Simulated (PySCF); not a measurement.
# A gas-phase reaction: FH4NSi + H3N → H6N2Si + FH

Aim: the reaction energy of `N[SiH2]F` + `N` → `N[SiH2]N` + `F`.

Computed with PySCF 2.14.0; each step states its level. No surroundings beyond the atoms listed, unless a continuum is named. Atoms count from 0, parts from 1.

## (1) Starting point

Each species was relaxed by itself at PBE0-D3(BJ)/def2-SVPD.

## (2) Energies of the species: wB97M-D3(BJ)/def2-TZVPD

What the job is given:

```
{"job": {"kind": "react", "xc": "wB97M-D3(BJ)", "basis": "def2-TZVPD"}, "charge": 0, "multiplicity": 1}
-1 FH4NSi charge 0 multiplicity 1
N     -0.870770     0.557060    -0.216600
Si     0.497460    -0.344780     0.277600
F      1.624410    -0.566650    -0.900410
H     -0.846600     1.564560    -0.295150
H     -1.603060     0.151160    -0.783240
H      0.056780    -1.710480     0.654560
H      1.197860     0.408300     1.347090

-1 H3N charge 0 multiplicity 1
N      0.000480    -0.000490     0.284480
H     -0.518190    -0.785880    -0.097640
H     -0.417000     0.845220    -0.092820
H      0.944940    -0.057980    -0.085100

+1 H6N2Si charge 0 multiplicity 1
N     -0.833360    -0.096080    -1.217940
Si     0.171770    -0.503100     0.126700
N      0.547210     0.941290     0.997790
H     -1.530320    -0.736910    -1.568890
H     -0.577240     0.607250    -1.896500
H      1.519420    -1.077930    -0.185900
H     -0.623820    -1.543760     0.853470
H      1.436330     1.053340     1.463690
H     -0.164490     1.552360     1.373560

+1 FH charge 0 multiplicity 1
F      0.458970     0.011450     0.030000
H     -0.458970    -0.011450    -0.030000
```

With the program's defaults for keys left out, this is: wB97M-D3(BJ)/def2-TZVPD reaction energy of separated species, gas phase.

The run is started by

```
OMP_NUM_THREADS=1 python cluster_run.py task.json out
```

This one command runs all jobs of the session in turn.

The program printed:

```text
species 1 (FH4NSi)
coarse grid: 26720 points
cycle   1  E = -446.6675780241  dE =  1.803e-02  |g| = 6.078e-01  |ddm| = 1.830e+00
cycle   2  E = -446.6652259216  dE =  2.352e-03  |g| = 7.079e-01  |ddm| = 6.298e-01
cycle   3  E = -446.7355991550  dE = -7.037e-02  |g| = 4.283e-02  |ddm| = 2.987e-01
cycle   4  E = -446.7358960347  dE = -2.969e-04  |g| = 2.519e-02  |ddm| = 4.982e-02
cycle   5  E = -446.7360182828  dE = -1.222e-04  |g| = 6.318e-03  |ddm| = 1.922e-02
cycle   6  E = -446.7360270664  dE = -8.784e-06  |g| = 9.716e-04  |ddm| = 6.277e-03
final grid: 56016 points
cycle   7  E = -446.7360642629  dE = -3.553e-07  |g| = 7.247e-04  |ddm| = 2.864e-03
cycle   8  E = -446.7360642790  dE = -1.611e-08  |g| = 7.582e-04  |ddm| = 8.576e-04
cycle   9  E = -446.7360643551  dE = -7.611e-08  |g| = 6.388e-05  |ddm| = 3.161e-04
cycle  10  E = -446.7360643568  dE = -1.690e-09  |g| = 2.831e-05  |ddm| = 1.440e-04
cycle  11  E = -446.7360643572  dE = -3.440e-10  |g| = 1.199e-05  |ddm| = 8.365e-05
converged SCF energy = -446.7360643572

species 2 (H3N)
coarse grid: 12536 points
cycle   1  E = -56.5694032081  dE = -1.294e-01  |g| = 3.024e-01  |ddm| = 1.089e+00
cycle   2  E = -56.5779577612  dE = -8.555e-03  |g| = 2.716e-01  |ddm| = 2.677e-01
cycle   3  E = -56.5918801535  dE = -1.392e-02  |g| = 2.125e-02  |ddm| = 1.115e-01
cycle   4  E = -56.5919857858  dE = -1.056e-04  |g| = 5.195e-03  |ddm| = 1.729e-02
cycle   5  E = -56.5919969260  dE = -1.114e-05  |g| = 7.323e-04  |ddm| = 8.722e-03
cycle   6  E = -56.5919973412  dE = -4.152e-07  |g| = 1.111e-04  |ddm| = 3.177e-03
final grid: 27112 points
cycle   7  E = -56.5919834110  dE = -1.521e-08  |g| = 6.515e-05  |ddm| = 6.253e-04
cycle   8  E = -56.5919834129  dE = -1.924e-09  |g| = 5.340e-05  |ddm| = 1.995e-04
cycle   9  E = -56.5919834136  dE = -6.735e-10  |g| = 1.185e-05  |ddm| = 4.463e-05
converged SCF energy = -56.5919834136

species 3 (H6N2Si)
coarse grid: 31488 points
cycle   1  E = -402.7377476808  dE =  5.421e-02  |g| = 4.596e-01  |ddm| = 2.046e+00
cycle   2  E = -402.7502185381  dE = -1.247e-02  |g| = 4.315e-01  |ddm| = 4.958e-01
cycle   3  E = -402.7857601939  dE = -3.554e-02  |g| = 2.846e-02  |ddm| = 2.241e-01
cycle   4  E = -402.7860696944  dE = -3.095e-04  |g| = 8.154e-03  |ddm| = 4.852e-02
cycle   5  E = -402.7860923641  dE = -2.267e-05  |g| = 1.490e-03  |ddm| = 1.418e-02
cycle   6  E = -402.7860938414  dE = -1.477e-06  |g| = 3.205e-04  |ddm| = 4.752e-03
final grid: 66144 points
cycle   7  E = -402.7860815668  dE = -1.344e-07  |g| = 1.867e-04  |ddm| = 3.316e-03
cycle   8  E = -402.7860815793  dE = -1.251e-08  |g| = 1.641e-04  |ddm| = 5.816e-04
cycle   9  E = -402.7860815849  dE = -5.601e-09  |g| = 3.022e-05  |ddm| = 1.029e-04
cycle  10  E = -402.7860815858  dE = -9.434e-10  |g| = 5.725e-06  |ddm| = 1.368e-04
converged SCF energy = -402.7860815858

species 4 (FH)
coarse grid: 7776 points
cycle   1  E = -100.4688196923  dE = -9.408e-02  |g| = 4.644e-01  |ddm| = 6.197e-01
cycle   2  E = -100.4725009109  dE = -3.681e-03  |g| = 5.038e-01  |ddm| = 3.808e-01
cycle   3  E = -100.5053143458  dE = -3.281e-02  |g| = 2.574e-02  |ddm| = 1.678e-01
cycle   4  E = -100.5053903234  dE = -7.598e-05  |g| = 5.006e-03  |ddm| = 1.077e-02
cycle   5  E = -100.5053949644  dE = -4.641e-06  |g| = 4.334e-04  |ddm| = 3.766e-03
final grid: 16976 points
cycle   6  E = -100.5053933902  dE = -6.405e-08  |g| = 1.052e-04  |ddm| = 8.214e-04
cycle   7  E = -100.5053933937  dE = -3.451e-09  |g| = 7.954e-05  |ddm| = 2.174e-04
cycle   8  E = -100.5053933945  dE = -8.285e-10  |g| = 2.081e-05  |ddm| = 3.727e-05
converged SCF energy = -100.5053933945

Reaction energy = 22.157 kcal/mol
```

It took 25 s on 1 thread of Arm Neoverse N1, shared host; peak memory 0.61 GiB.

Species by species (with the dispersion term, which the log's SCF energies lack):

| ν | species | energy (Eh) | HOMO (eV) |
| --- | --- | --- | --- |
| -1 | N[SiH2]F | -446.74142 | -10.70 |
| -1 | N | -56.59358 | -10.26 |
| +1 | N[SiH2]N | -402.79405 | -9.61 |
| +1 | F | -100.50563 | -14.54 |

## (3) Reaction energy: PBE0-D3(BJ)/def2-TZVPD

The job, as its differences from that of step 2:

```diff
@@ -1,2 +1,2 @@
-{"job": {"kind": "react", "xc": "wB97M-D3(BJ)", "basis": "def2-TZVPD"}, "charge": 0, "multiplicity": 1}
+{"job": {"kind": "react", "xc": "PBE0", "basis": "def2-TZVPD", "disp": "d3bj"}, "charge": 0, "multiplicity": 1}
 -1 FH4NSi charge 0 multiplicity 1
```

With the program's defaults for keys left out, this is: PBE0-D3(BJ)/def2-TZVPD reaction energy of separated species, gas phase.

The program printed:

```text
species 1 (FH4NSi)
coarse grid: 6256 points
cycle   1  E = -446.3133759381  dE =  5.156e-02  |g| = 6.440e-01  |ddm| = 1.903e+00
cycle   2  E = -446.2184232646  dE =  9.495e-02  |g| = 1.016e+00  |ddm| = 7.967e-01
cycle   3  E = -446.3840063679  dE = -1.656e-01  |g| = 6.007e-02  |ddm| = 4.846e-01
cycle   4  E = -446.3843479036  dE = -3.415e-04  |g| = 3.799e-02  |ddm| = 4.499e-02
cycle   5  E = -446.3846132639  dE = -2.654e-04  |g| = 5.546e-03  |ddm| = 2.057e-02
cycle   6  E = -446.3846195881  dE = -6.324e-06  |g| = 3.485e-04  |ddm| = 3.588e-03
final grid: 56016 points
cycle   7  E = -446.3828434369  dE = -2.485e-05  |g| = 5.743e-03  |ddm| = 2.681e-02
cycle   8  E = -446.3828368175  dE =  6.619e-06  |g| = 8.119e-03  |ddm| = 6.377e-03
cycle   9  E = -446.3828496558  dE = -1.284e-05  |g| = 2.247e-04  |ddm| = 3.866e-03
cycle  10  E = -446.3828496625  dE = -6.719e-09  |g| = 1.673e-04  |ddm| = 2.196e-04
cycle  11  E = -446.3828496666  dE = -4.136e-09  |g| = 4.661e-05  |ddm| = 9.009e-05
cycle  12  E = -446.3828496669  dE = -3.197e-10  |g| = 6.262e-06  |ddm| = 2.530e-05
converged SCF energy = -446.3828496669

species 2 (H3N)
coarse grid: 2928 points
cycle   1  E = -56.4891771036  dE = -9.639e-02  |g| = 3.706e-01  |ddm| = 1.102e+00
cycle   2  E = -56.4627516276  dE =  2.643e-02  |g| = 5.179e-01  |ddm| = 4.444e-01
cycle   3  E = -56.5198492889  dE = -5.710e-02  |g| = 1.578e-02  |ddm| = 2.492e-01
cycle   4  E = -56.5198979442  dE = -4.866e-05  |g| = 3.352e-03  |ddm| = 8.674e-03
cycle   5  E = -56.5199001141  dE = -2.170e-06  |g| = 3.227e-04  |ddm| = 2.233e-03
final grid: 27112 points
cycle   6  E = -56.5150236179  dE = -1.181e-05  |g| = 5.557e-03  |ddm| = 1.602e-02
cycle   7  E = -56.5150182477  dE =  5.370e-06  |g| = 7.609e-03  |ddm| = 6.120e-03
cycle   8  E = -56.5150297798  dE = -1.153e-05  |g| = 1.269e-04  |ddm| = 3.421e-03
cycle   9  E = -56.5150297833  dE = -3.583e-09  |g| = 3.244e-05  |ddm| = 1.050e-04
cycle  10  E = -56.5150297836  dE = -2.733e-10  |g| = 3.590e-06  |ddm| = 2.296e-05
converged SCF energy = -56.5150297836

species 3 (H6N2Si)
coarse grid: 7472 points
cycle   1  E = -402.4122640624  dE =  5.989e-02  |g| = 5.570e-01  |ddm| = 2.147e+00
cycle   2  E = -402.3438979836  dE =  6.837e-02  |g| = 7.891e-01  |ddm| = 8.031e-01
cycle   3  E = -402.4768716704  dE = -1.330e-01  |g| = 3.653e-02  |ddm| = 5.011e-01
cycle   4  E = -402.4771842507  dE = -3.126e-04  |g| = 8.008e-03  |ddm| = 3.350e-02
cycle   5  E = -402.4771998047  dE = -1.555e-05  |g| = 2.363e-03  |ddm| = 9.314e-03
cycle   6  E = -402.4772011162  dE = -1.311e-06  |g| = 3.070e-04  |ddm| = 2.343e-03
final grid: 66144 points
cycle   7  E = -402.4682350728  dE = -2.141e-05  |g| = 7.582e-03  |ddm| = 3.524e-02
cycle   8  E = -402.4682227495  dE =  1.232e-05  |g| = 1.086e-02  |ddm| = 9.560e-03
cycle   9  E = -402.4682464910  dE = -2.374e-05  |g| = 1.827e-04  |ddm| = 5.718e-03
cycle  10  E = -402.4682465004  dE = -9.349e-09  |g| = 7.414e-05  |ddm| = 2.193e-04
cycle  11  E = -402.4682465018  dE = -1.383e-09  |g| = 1.460e-05  |ddm| = 6.127e-05
cycle  12  E = -402.4682465018  dE = -4.331e-11  |g| = 6.937e-06  |ddm| = 1.450e-05
converged SCF energy = -402.4682465018

species 4 (FH)
coarse grid: 1712 points
cycle   1  E = -100.3540953201  dE = -3.605e-02  |g| = 4.957e-01  |ddm| = 6.253e-01
cycle   2  E = -100.3145782299  dE =  3.952e-02  |g| = 7.430e-01  |ddm| = 5.125e-01
cycle   3  E = -100.3938176935  dE = -7.924e-02  |g| = 2.284e-02  |ddm| = 2.892e-01
cycle   4  E = -100.3938932552  dE = -7.556e-05  |g| = 4.205e-03  |ddm| = 9.787e-03
cycle   5  E = -100.3938952389  dE = -1.984e-06  |g| = 3.555e-04  |ddm| = 1.247e-03
final grid: 16976 points
cycle   6  E = -100.3948395648  dE = -1.854e-05  |g| = 3.988e-03  |ddm| = 7.490e-03
cycle   7  E = -100.3948376503  dE =  1.915e-06  |g| = 5.484e-03  |ddm| = 3.345e-03
cycle   8  E = -100.3948417172  dE = -4.067e-06  |g| = 9.953e-05  |ddm| = 2.008e-03
cycle   9  E = -100.3948417185  dE = -1.285e-09  |g| = 1.781e-05  |ddm| = 3.933e-05
cycle  10  E = -100.3948417186  dE = -4.775e-11  |g| = 3.053e-06  |ddm| = 1.026e-05
converged SCF energy = -100.3948417186

Reaction energy = 21.170 kcal/mol
```

Run time: 12 s. Hardware: 1 thread of Arm Neoverse N1, shared host; peak memory 0.58 GiB.

Reaction energy at this level: 21.17 kcal/mol.

## (4) Reaction energy: MP2/def2-TZVPD

The job, as its differences from that of step 3:

```diff
@@ -1,2 +1,2 @@
-{"job": {"kind": "react", "xc": "PBE0", "basis": "def2-TZVPD", "disp": "d3bj"}, "charge": 0, "multiplicity": 1}
+{"job": {"kind": "react", "xc": "MP2", "basis": "def2-TZVPD"}, "charge": 0, "multiplicity": 1}
 -1 FH4NSi charge 0 multiplicity 1
```

Method: MP2/def2-TZVPD reaction energy of separated species, gas phase.

The program printed:

```text
species 1 (FH4NSi)
final grid: 56016 points
cycle   1  E = -445.2704239805  dE = -6.306e-02  |g| = 5.223e-01  |ddm| = 1.795e+00
cycle   2  E = -445.3162353557  dE = -4.581e-02  |g| = 3.230e-01  |ddm| = 4.271e-01
cycle   3  E = -445.3307314359  dE = -1.450e-02  |g| = 4.368e-02  |ddm| = 1.548e-01
cycle   4  E = -445.3313964233  dE = -6.650e-04  |g| = 9.169e-03  |ddm| = 6.295e-02
cycle   5  E = -445.3314251173  dE = -2.869e-05  |g| = 2.884e-03  |ddm| = 1.454e-02
cycle   6  E = -445.3314274651  dE = -2.348e-06  |g| = 8.409e-04  |ddm| = 3.493e-03
cycle   7  E = -445.3314277551  dE = -2.900e-07  |g| = 2.180e-04  |ddm| = 1.278e-03
cycle   8  E = -445.3314277867  dE = -3.154e-08  |g| = 5.821e-05  |ddm| = 4.572e-04
cycle   9  E = -445.3314277890  dE = -2.378e-09  |g| = 1.322e-05  |ddm| = 1.199e-04
cycle  10  E = -445.3314277892  dE = -1.243e-10  |g| = 3.073e-06  |ddm| = 2.528e-05
converged SCF energy = -445.3314277892

species 2 (H3N)
final grid: 27112 points
cycle   1  E = -56.2058928428  dE = -1.621e-01  |g| = 2.298e-01  |ddm| = 1.073e+00
cycle   2  E = -56.2178835661  dE = -1.199e-02  |g| = 7.796e-02  |ddm| = 1.404e-01
cycle   3  E = -56.2190888457  dE = -1.205e-03  |g| = 2.444e-02  |ddm| = 4.021e-02
cycle   4  E = -56.2192481737  dE = -1.593e-04  |g| = 5.226e-03  |ddm| = 1.749e-02
cycle   5  E = -56.2192623069  dE = -1.413e-05  |g| = 1.112e-03  |ddm| = 7.204e-03
cycle   6  E = -56.2192635266  dE = -1.220e-06  |g| = 2.935e-04  |ddm| = 3.286e-03
cycle   7  E = -56.2192636213  dE = -9.468e-08  |g| = 4.961e-05  |ddm| = 9.838e-04
cycle   8  E = -56.2192636234  dE = -2.081e-09  |g| = 4.563e-06  |ddm| = 1.082e-04
cycle   9  E = -56.2192636234  dE = -1.428e-11  |g| = 5.840e-07  |ddm| = 2.273e-05
converged SCF energy = -56.2192636234

species 3 (H6N2Si)
final grid: 66144 points
cycle   1  E = -401.4081246847  dE =  2.160e-02  |g| = 3.529e-01  |ddm| = 2.017e+00
cycle   2  E = -401.4421011951  dE = -3.398e-02  |g| = 1.283e-01  |ddm| = 3.428e-01
cycle   3  E = -401.4460631350  dE = -3.962e-03  |g| = 4.928e-02  |ddm| = 1.142e-01
cycle   4  E = -401.4467389796  dE = -6.758e-04  |g| = 6.363e-03  |ddm| = 5.361e-02
cycle   5  E = -401.4467563924  dE = -1.741e-05  |g| = 1.364e-03  |ddm| = 1.305e-02
cycle   6  E = -401.4467575629  dE = -1.171e-06  |g| = 3.400e-04  |ddm| = 3.724e-03
cycle   7  E = -401.4467576455  dE = -8.262e-08  |g| = 7.047e-05  |ddm| = 9.626e-04
cycle   8  E = -401.4467576496  dE = -4.065e-09  |g| = 1.891e-05  |ddm| = 1.949e-04
cycle   9  E = -401.4467576498  dE = -2.437e-10  |g| = 5.239e-06  |ddm| = 4.340e-05
converged SCF energy = -401.4467576498

species 4 (FH)
final grid: 16976 points
cycle   1  E = -100.0371204722  dE = -1.649e-01  |g| = 4.007e-01  |ddm| = 6.032e-01
cycle   2  E = -100.0578880415  dE = -2.077e-02  |g| = 2.336e-01  |ddm| = 2.533e-01
cycle   3  E = -100.0646343208  dE = -6.746e-03  |g| = 2.356e-02  |ddm| = 8.091e-02
cycle   4  E = -100.0647517466  dE = -1.174e-04  |g| = 6.199e-03  |ddm| = 1.253e-02
cycle   5  E = -100.0647674577  dE = -1.571e-05  |g| = 1.459e-03  |ddm| = 5.121e-03
cycle   6  E = -100.0647687306  dE = -1.273e-06  |g| = 2.290e-04  |ddm| = 1.848e-03
cycle   7  E = -100.0647687650  dE = -3.438e-08  |g| = 1.958e-05  |ddm| = 4.211e-04
cycle   8  E = -100.0647687652  dE = -1.848e-10  |g| = 2.360e-06  |ddm| = 2.495e-05
converged SCF energy = -100.0647687652

Reaction energy = 21.578 kcal/mol
```

Run time: 4.8 s. Hardware: 1 thread of Arm Neoverse N1, shared host; peak memory 0.38 GiB.

Reaction energy at this level: 21.58 kcal/mol.

## (5) Comparing the runs

Energies in kcal/mol, with wall time:

| run | reaction | time |
| --- | --- | --- |
| wB97M-D3(BJ)/def2-TZVPD | 22.16 | 25 s |
| PBE0-D3(BJ)/def2-TZVPD | 21.17 | 12 s |
| MP2/def2-TZVPD | 21.58 | 4.8 s |

## (6) Outcome

```
                                                quantity                    value
               reaction energy (wB97M-D3(BJ)/def2-TZVPD)           22.16 kcal/mol
                     ΔH, ΔG at 298 K (xTB thermal terms)    +21.0, +21.3 kcal/mol
range of the reaction energy over the runs of this table  21.17 to 22.16 kcal/mol
```

**Reading.** The reaction is endothermic by 21.0 kcal/mol in the gas phase; dispersion gives -0.79, and xTB itself gave 32.31 for the electronic energy (xTB energies and thermal terms come from the earlier relaxation of each species, not shown). No barrier was sought. xTB and this level differ widely in the electronic energy, so what comes from xTB (the thermal terms above all) is less safe here. The reaction energy runs from 21.17 (PBE0-D3(BJ)/def2-TZVPD) to 22.16 kcal/mol (wB97M-D3(BJ)/def2-TZVPD).
